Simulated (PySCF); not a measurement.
**CH₅N: electronic excitations at several levels of theory**

Aim: compute the electronic excitations of CH₅N (`CN`) at several levels, and see how far they spread and what each costs.

Programs: PySCF 2.14.0, with density-fitted response routines of our own. Each step states its level of theory. These are calculated values for one molecule in the gas phase, unless marked as measured. Atoms count from 0, in the outputs and in this text.

## (1) The starting structure

7 atoms, charge 0, multiplicity 1; geometry from: GFN2-xTB.

Bonds of the start (Å): C0–N1 1.45, C0–H2 1.09, C0–H3 1.09, C0–H4 1.10, N1–H5 1.02, N1–H6 1.01.

## (2) Optimising the geometry at PBE0-D3(BJ)/def2-TZVP

Job settings and geometry (Å):

```
{"job": {"xc": "PBE0", "basis": "def2-TZVP", "d3": "d3bj", "grid": 2, "kind": "geom"}, "charge": 0, "multiplicity": 1}
C     -0.719900     0.101520     0.111570
N      0.693590    -0.087920    -0.165150
H     -1.288090    -0.617690    -0.477980
H     -1.003310     1.105150    -0.202950
H     -0.996730    -0.020980     1.168940
H      0.982900    -1.020560     0.112140
H      1.246730     0.575530     0.366940
```

Standard output:

```text
step   0  E = -95.77928469  max force = 0.004262
step   1  E = -95.77943835  max force = 0.002724
step   2  E = -95.77944953  max force = 0.000662
step   3  E = -95.77945017  max force = 0.000058
optimisation converged
```

Run time: 21 s. Hardware: 4 threads of Intel Xeon at 2.50GHz (Skylake/Cascade Lake), shared host.

Relaxation path:

```csv
step,energy from step 0 (eV),largest force component (eV/Å)
0,0.0000,0.2192
1,-0.0042,0.1401
2,-0.0045,0.0340
3,-0.0045,0.0030
```

Distances of close pairs at the start and the end, largest changes first:

```csv
bond,before (Å),after (Å),change (Å)
N1–H5,1.015,1.012,-0.003
C0–H3,1.089,1.092,+0.003
N1–H6,1.015,1.012,-0.003
C0–H2,1.090,1.092,+0.002
C0–N1,1.453,1.453,+0.000
C0–H4,1.100,1.100,-0.000
```

The end geometry stands in the next job.

```csv
at the end point,value
point group (found at 0.08 Å tolerance),Cs
"rotational constants (GHz, main isotopes)","104.0, 23.016, 22.105"
dipole moment (D),1.35
```

## (3) TDDFT and polarisability: CAM-B3LYP/def2-TZVPD

Job settings and geometry (Å):

```
{"job": {"kind": "uv", "xc": "CAM-B3LYP", "basis": "def2-TZVPD", "nstates": 12, "ntriplets": 4}, "charge": 0, "multiplicity": 1}
C     -0.714839     0.100338     0.113637
N      0.698717    -0.089029    -0.165144
H     -1.298338    -0.609696    -0.476626
H     -1.015384     1.101245    -0.203998
H     -1.007185    -0.019181     1.167056
H      0.995182    -1.015651     0.112945
H      1.257037     0.567024     0.365640
```

Method: TDDFT CAM-B3LYP/def2-TZVPD, vertical, gas phase, core orbitals frozen in the response.

Standard output:

```text
coarse grid: 5248 points
cycle   1  E = -95.8279210241  dE =  4.912e-03  |g| = 3.109e-01  |ddm| = 1.738e+00
cycle   2  E = -95.8287247091  dE = -8.037e-04  |g| = 3.299e-01  |ddm| = 9.269e-01
cycle   3  E = -95.8505210627  dE = -2.180e-02  |g| = 2.799e-02  |ddm| = 3.339e-01
cycle   4  E = -95.8506648700  dE = -1.438e-04  |g| = 8.675e-03  |ddm| = 4.219e-02
cycle   5  E = -95.8506800058  dE = -1.514e-05  |g| = 3.138e-03  |ddm| = 1.362e-02
cycle   6  E = -95.8506824284  dE = -2.423e-06  |g| = 4.567e-04  |ddm| = 5.239e-03
final grid: 49064 points
cycle   7  E = -95.8463409317  dE = -1.827e-05  |g| = 3.660e-03  |ddm| = 5.185e-02
cycle   8  E = -95.8463411383  dE = -2.065e-07  |g| = 3.578e-03  |ddm| = 7.884e-03
cycle   9  E = -95.8463438701  dE = -2.732e-06  |g| = 2.929e-04  |ddm| = 3.413e-03
cycle  10  E = -95.8463438836  dE = -1.347e-08  |g| = 1.561e-04  |ddm| = 3.987e-04
cycle  11  E = -95.8463438886  dE = -4.970e-09  |g| = 1.785e-05  |ddm| = 1.234e-04
cycle  12  E = -95.8463438887  dE = -1.100e-10  |g| = 3.178e-06  |ddm| = 3.322e-05
converged SCF energy = -95.8463438887

Static polarisability (au): isotropic 25.530, principal 24.103 24.419 28.069

Singlet excitations
state   eV       nm        f      main configurations
  1   5.8668    211.3   0.01174   H->L 0.89, H->L+1 0.09
  2   7.0294    176.4   0.03902   H->L+1 0.88, H->L 0.09
  3   7.4980    165.4   0.00554   H->L+2 0.95
  4   8.1694    151.8   0.07735   H->L+3 0.95
  5   8.6438    143.4   0.00022   H->L+4 0.94
  6   8.8942    139.4   0.00213   H->L+5 0.91
  7   9.1248    135.9   0.01269   H->L+6 0.94
  8   9.4156    131.7   0.01170   H-1->L 0.97
  9   9.7442    127.2   0.00019   H->L+7 0.93
 10  10.1959    121.6   0.00658   H->L+8 0.85
 11  10.3072    120.3   0.08301   H-1->L+1 0.96
 12  10.5235    117.8   0.03909   H-2->L 0.83

Triplet excitations (Tamm-Dancoff, eV): 5.6093 6.8632 7.2765 7.9288
```

Wall time 13 s (4 threads of Intel Xeon at 2.50GHz (Skylake/Cascade Lake), shared host).

Frontier orbitals and where they lie:

```csv
orbital,eV,atoms
HOMO−3,-13.92,"C0 39 %, N1 33 %, H4 16 %"
HOMO−2,-12.86,"C0 43 %, N1 27 %, H3 9 %"
HOMO−1,-11.78,"C0 40 %, N1 19 %, H2 15 %"
HOMO,-8.35,"N1 65 %, C0 17 %, H4 6 %"
LUMO,0.96,"C0 46 %, N1 17 %, H5 10 %"
LUMO+1,1.73,"N1 16 %, H6 15 %, H5 15 %"
LUMO+2,2.63,"H5 25 %, H6 25 %, H2 15 %"
```

With each of the 12 states as a Gaussian band of 0.4 eV half-width at 1/e, the curve within the window shown has maxima at 212 nm (ε 480), 176 nm (ε 1,600), 152 nm (ε 3,100), 135 nm (ε 910), 120 nm (ε 4,900) L/(mol cm). Beyond the last state computed it falls off for lack of states. The curve at chosen wavelengths:

nm, ε (L/mol/cm) and a bar:
```
      115       1560 #########
      120       4868 ##############################
      125       2029 ############
      129        715 ####
      134        908 #####
      139        705 ####
      144        992 ######
      149       2609 ################
      153       3122 ###################
      158       1899 ###########
      163        870 #####
      168        959 ######
      173       1486 #########
      177       1635 ##########
      182       1245 #######
      187        644 ####
      192        276 #
      197        202 #
      201        273 #
      206        404 ##
      211        474 ###
      216        438 ##
      221        326 ##
      225        226 #
      230        123 
      235         58
```

Further results of this job:

```csv
property,computed
dipole moment (D),1.33
polarisability (Å³),3.78
HOMO–LUMO gap (eV),9.31
−ε(HOMO) (eV),8.35
```

## (4) Excited states and response: PBE0/def2-TZVPD

Same as in step 3 but for these lines:

```diff
@@ -1,2 +1,2 @@
-{"job": {"kind": "uv", "xc": "CAM-B3LYP", "basis": "def2-TZVPD", "nstates": 12, "ntriplets": 4}, "charge": 0, "multiplicity": 1}
+{"job": {"kind": "uv", "xc": "PBE0", "basis": "def2-TZVPD", "nstates": 12, "ntriplets": 4}, "charge": 0, "multiplicity": 1}
 C     -0.714839     0.100338     0.113637
```

With the program's defaults for keys left out, this is: TDDFT PBE0/def2-TZVPD, vertical, gas phase, core orbitals frozen in the response.

Standard output:

```text
coarse grid: 5248 points
cycle   1  E = -95.7581844974  dE = -1.145e-02  |g| = 3.383e-01  |ddm| = 1.733e+00
cycle   2  E = -95.7419444036  dE =  1.624e-02  |g| = 4.455e-01  |ddm| = 1.157e+00
cycle   3  E = -95.7855951279  dE = -4.365e-02  |g| = 3.354e-02  |ddm| = 5.925e-01
cycle   4  E = -95.7857798425  dE = -1.847e-04  |g| = 1.476e-02  |ddm| = 3.255e-02
cycle   5  E = -95.7858242903  dE = -4.445e-05  |g| = 3.279e-03  |ddm| = 9.469e-03
cycle   6  E = -95.7858266909  dE = -2.401e-06  |g| = 2.766e-04  |ddm| = 3.236e-03
final grid: 49064 points
cycle   7  E = -95.7789147670  dE = -2.442e-05  |g| = 6.304e-03  |ddm| = 6.905e-02
cycle   8  E = -95.7789102401  dE =  4.527e-06  |g| = 7.746e-03  |ddm| = 1.548e-02
cycle   9  E = -95.7789236301  dE = -1.339e-05  |g| = 5.670e-04  |ddm| = 7.736e-03
cycle  10  E = -95.7789236891  dE = -5.905e-08  |g| = 1.982e-04  |ddm| = 5.691e-04
cycle  11  E = -95.7789236972  dE = -8.050e-09  |g| = 2.450e-05  |ddm| = 1.299e-04
cycle  12  E = -95.7789236973  dE = -1.401e-10  |g| = 2.941e-06  |ddm| = 3.912e-05
converged SCF energy = -95.7789236973

Static polarisability (au): isotropic 25.600, principal 24.034 24.442 28.323

Singlet excitations
state   eV       nm        f      main configurations
  1   5.8487    212.0   0.00895   H->L 0.97
  2   6.8242    181.7   0.04192   H->L+1 0.96
  3   7.4603    166.2   0.00606   H->L+2 0.98
  4   8.0105    154.8   0.07834   H->L+3 0.99
  5   8.4967    145.9   0.00027   H->L+4 0.98
  6   8.8035    140.8   0.00124   H->L+5 0.98
  7   9.0577    136.9   0.01163   H->L+6 0.98
  8   9.3199    133.0   0.00871   H-1->L 0.99
  9   9.6174    128.9   0.00001   H->L+7 0.98
 10  10.0721    123.1   0.00422   H->L+8 0.92
 11  10.1894    121.7   0.08076   H-1->L+1 0.99
 12  10.4230    119.0   0.04246   H-2->L 0.94

Triplet excitations (Tamm-Dancoff, eV): 5.5818 6.6204 7.2227 7.7602
```

Wall time 11 s (4 threads of Intel Xeon at 2.50GHz (Skylake/Cascade Lake), shared host).

This run: HOMO -6.87 eV, LUMO 0.41 eV; lowest singlet 5.85 eV.

## (5) TDDFT and polarisability: PBE/def2-TZVPD

Same as in step 4 but for these lines:

```diff
@@ -1,2 +1,2 @@
-{"job": {"kind": "uv", "xc": "PBE0", "basis": "def2-TZVPD", "nstates": 12, "ntriplets": 4}, "charge": 0, "multiplicity": 1}
+{"job": {"kind": "uv", "xc": "PBE", "basis": "def2-TZVPD", "nstates": 12, "ntriplets": 4}, "charge": 0, "multiplicity": 1}
 C     -0.714839     0.100338     0.113637
```

With the program's defaults for keys left out, this is: TDDFT PBE/def2-TZVPD, vertical, gas phase, core orbitals frozen in the response.

Standard output:

```text
coarse grid: 5248 points
cycle   1  E = -95.7196436753  dE = -1.096e-02  |g| = 4.706e-01  |ddm| = 1.788e+00
cycle   2  E = -95.5936521841  dE =  1.260e-01  |g| = 8.727e-01  |ddm| = 2.578e+00
cycle   3  E = -95.7735900511  dE = -1.799e-01  |g| = 7.330e-02  |ddm| = 1.912e+00
cycle   4  E = -95.7744855332  dE = -8.955e-04  |g| = 3.734e-02  |ddm| = 7.364e-02
cycle   5  E = -95.7747737783  dE = -2.882e-04  |g| = 6.855e-03  |ddm| = 2.515e-02
cycle   6  E = -95.7747841383  dE = -1.036e-05  |g| = 4.536e-04  |ddm| = 8.851e-03
cycle   7  E = -95.7747841883  dE = -5.003e-08  |g| = 1.615e-04  |ddm| = 1.053e-03
final grid: 49064 points
cycle   8  E = -95.7662674528  dE = -2.941e-05  |g| = 1.089e-02  |ddm| = 9.317e-02
cycle   9  E = -95.7662179043  dE =  4.955e-05  |g| = 1.818e-02  |ddm| = 3.238e-02
cycle  10  E = -95.7662932610  dE = -7.536e-05  |g| = 1.528e-03  |ddm| = 2.152e-02
cycle  11  E = -95.7662937041  dE = -4.430e-07  |g| = 4.653e-04  |ddm| = 1.442e-03
cycle  12  E = -95.7662937511  dE = -4.704e-08  |g| = 4.982e-05  |ddm| = 3.363e-04
cycle  13  E = -95.7662937516  dE = -5.480e-10  |g| = 3.791e-06  |ddm| = 7.483e-05
converged SCF energy = -95.7662937516

Static polarisability (au): isotropic 26.822, principal 24.908 25.725 29.832

Singlet excitations
state   eV       nm        f      main configurations
  1   5.1750    239.6   0.00552   H->L 1.00
  2   6.0013    206.6   0.03937   H->L+1 1.00
  3   6.7626    183.3   0.00477   H->L+2 1.00
  4   7.1725    172.9   0.07186   H->L+3 1.00
  5   7.6972    161.1   0.00093   H->L+4 1.00
  6   8.0400    154.2   0.00134   H->L+5 0.99
  7   8.3226    149.0   0.00991   H->L+6 0.98
  8   8.5800    144.5   0.00418   H-1->L 1.00
  9   8.8094    140.7   0.00023   H->L+7 1.00
 10   9.3844    132.1   0.00345   H->L+8 0.92
 11   9.4324    131.4   0.06465   H-1->L+1 1.00
 12   9.6078    129.0   0.03894   H-2->L 0.96

Triplet excitations (Tamm-Dancoff, eV): 4.9638 5.8112 6.5852 6.9794
```

Wall time 9.7 s (4 threads of Intel Xeon at 2.50GHz (Skylake/Cascade Lake), shared host).

This run: HOMO -5.38 eV, LUMO -0.24 eV; lowest singlet 5.17 eV.

## (6) Ultraviolet spectrum: B3LYP/def2-TZVPD

Same as in step 5 but for these lines:

```diff
@@ -1,2 +1,2 @@
-{"job": {"kind": "uv", "xc": "PBE", "basis": "def2-TZVPD", "nstates": 12, "ntriplets": 4}, "charge": 0, "multiplicity": 1}
+{"job": {"kind": "uv", "xc": "B3LYP", "basis": "def2-TZVPD", "nstates": 12, "ntriplets": 4}, "charge": 0, "multiplicity": 1}
 C     -0.714839     0.100338     0.113637
```

With the program's defaults for keys left out, this is: TDDFT B3LYP/def2-TZVPD, vertical, gas phase, core orbitals frozen in the response.

Standard output:

```text
coarse grid: 5248 points
cycle   1  E = -95.8723940899  dE = -9.366e-03  |g| = 3.849e-01  |ddm| = 1.734e+00
cycle   2  E = -95.8372599572  dE =  3.513e-02  |g| = 5.615e-01  |ddm| = 1.513e+00
cycle   3  E = -95.9076572129  dE = -7.040e-02  |g| = 4.146e-02  |ddm| = 8.534e-01
cycle   4  E = -95.9079364096  dE = -2.792e-04  |g| = 1.953e-02  |ddm| = 4.067e-02
cycle   5  E = -95.9080150422  dE = -7.863e-05  |g| = 4.123e-03  |ddm| = 1.302e-02
cycle   6  E = -95.9080187999  dE = -3.758e-06  |g| = 2.869e-04  |ddm| = 4.058e-03
final grid: 49064 points
cycle   7  E = -95.9029606871  dE = -2.361e-05  |g| = 5.181e-03  |ddm| = 7.057e-02
cycle   8  E = -95.9029562703  dE =  4.417e-06  |g| = 6.785e-03  |ddm| = 1.347e-02
cycle   9  E = -95.9029666789  dE = -1.041e-05  |g| = 5.572e-04  |ddm| = 7.311e-03
cycle  10  E = -95.9029667329  dE = -5.398e-08  |g| = 2.195e-04  |ddm| = 5.980e-04
cycle  11  E = -95.9029667426  dE = -9.738e-09  |g| = 2.773e-05  |ddm| = 1.552e-04
cycle  12  E = -95.9029667428  dE = -1.654e-10  |g| = 2.640e-06  |ddm| = 3.650e-05
converged SCF energy = -95.9029667428

Static polarisability (au): isotropic 25.953, principal 24.342 24.816 28.700

Singlet excitations
state   eV       nm        f      main configurations
  1   5.6123    220.9   0.00854   H->L 0.98
  2   6.5460    189.4   0.03925   H->L+1 0.98
  3   7.1917    172.4   0.00562   H->L+2 0.99
  4   7.7366    160.3   0.07572   H->L+3 0.99
  5   8.2262    150.7   0.00049   H->L+4 0.99
  6   8.5442    145.1   0.00113   H->L+5 0.99
  7   8.8165    140.6   0.01132   H->L+6 0.99
  8   9.1026    136.2   0.00671   H-1->L 0.99
  9   9.3254    133.0   0.00002   H->L+7 0.99
 10   9.8025    126.5   0.00337   H->L+8 0.92
 11   9.9588    124.5   0.07591   H-1->L+1 0.99
 12  10.1510    122.1   0.03816   H-2->L 0.95

Triplet excitations (Tamm-Dancoff, eV): 5.3885 6.3886 6.9981 7.5546
```

Wall time 11 s (4 threads of Intel Xeon at 2.50GHz (Skylake/Cascade Lake), shared host).

Key values: HOMO -6.65 eV, LUMO 0.10 eV; lowest singlet 5.61 eV.

## (7) Comparing the runs: electronic excitations

Excitations and ground-state properties, with basis size and wall time:

```csv
run,lowest singlet (eV),brightest (eV),f,gap (eV),α (Å³),μ (D),functions,time
CAM-B3LYP/def2-TZVPD,5.87,10.31,0.083,9.31,3.78,1.33,119,13 s
PBE0/def2-TZVPD,5.85,10.19,0.081,7.28,3.79,1.29,119,11 s
PBE/def2-TZVPD,5.17,7.17,0.072,5.14,3.97,1.25,119,9.7 s
B3LYP/def2-TZVPD,5.61,9.96,0.076,6.75,3.85,1.29,119,11 s
```

## (8) What came out

```
                                quantity                          value
                             point group                             Cs
    rotational constants (main isotopes)       104.02, 23.02, 22.10 GHz
   lowest singlet (CAM-B3LYP/def2-TZVPD)    5.87 eV (211 nm), f = 0.012
brightest single state of those computed  state 11, 10.31 eV, f = 0.083
                          lowest triplet                        5.61 eV
             range of the lowest singlet                5.17 to 5.87 eV
```

Single values in the summary come from the first run of each kind that ended normally (CAM-B3LYP/def2-TZVPD), which need not be the best level. Relaxing lowered the energy by 0.005 eV in 3 steps; the close pair that moved most is N1–H5, from 1.015 to 1.012 Å. No frequency check was run at this level, so the end point may be a saddle. The first singlet state (HOMO→LUMO 0.89, HOMO→LUMO+1 0.09) lies at 5.87 eV and is weak; of the 12 states computed, the strongest absorption comes from state 11 at 10.31 eV (the last state computed is bright too, and its partners may lie past the list). The lowest triplet lies 0.26 eV below the lowest singlet (triplets in Tamm-Dancoff, singlets in full TDDFT). States above −ε(HOMO) lie where TDDFT describes them poorly and they hang on the basis; the brightest is among them. The lowest singlet runs from 5.17 eV (PBE/def2-TZVPD) to 5.87 eV (CAM-B3LYP/def2-TZVPD), while the orbital gap spans 5.14 to 9.31 eV: the excitation energy moves far less from run to run than the orbital gap does. The lowest state need not be the same one in every run. The runs solved for a few states only, so the brightest column depends on that window.
